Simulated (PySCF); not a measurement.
Ionisation energies (eV) were calculated with PySCF 2.14 by PBE0, LDA, MP2 (valence), in another order, as differences of total energies without spin-orbit coupling. The measured values are between term centres (NIST).

```csv
species,measured,A,B,C
"Be (x2c-TZVPPall, spin-free X2C)",9.323,8.971,8.753,9.022
"O (x2c-TZVPPall, spin-free X2C)",13.608,13.814,13.249,13.955
"Al (x2c-TZVPPall, spin-free X2C)",5.977,6.077,5.807,6.013
"Si⁺ (x2c-TZVPPall, spin-free X2C)",16.322,16.419,16.078,16.355
"V (x2c-TZVPPall, spin-free X2C)",6.732,6.356,6.534,6.485
"Zn (x2c-TZVPPall, spin-free X2C)",9.394,9.297,9.049,9.934
"Kr (x2c-TZVPPall, spin-free X2C)",14.222,14.080,14.000,14.338
"Pb⁺ (x2c-TZVPPall, spin-free X2C)",13.869,13.781,13.408,13.957
```

Q: Which column is which method?

A: A is PBE0 (mean error -0.08 eV); B is MP2 (valence) (mean error -0.32 eV); C is LDA (mean error 0.08 eV). PBE0, with a quarter of exact exchange, lies close to experiment on average. Valence MP2 in a finite basis recovers only part of the missing correlation, so it stays below experiment on average. LDA overbinds the outer electron and comes out highest.
